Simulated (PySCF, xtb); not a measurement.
nitrogen (N2), SMILES N#N.

xtb with GFN2-xTB at its own geometry gives an orbital gap of 4.13 eV and a dipole moment of 0.00 D.

Geometry optimised at PBE0-D3(BJ)/def2-TZVPD.

Question: What does r2SCAN/def2-TZVPD (PySCF) give? (The exact figures need the calculation; the answer reports its results.)

Answer: gap 9.22 eV (levels -10.74 and -1.52 eV), dipole 0.00 D.
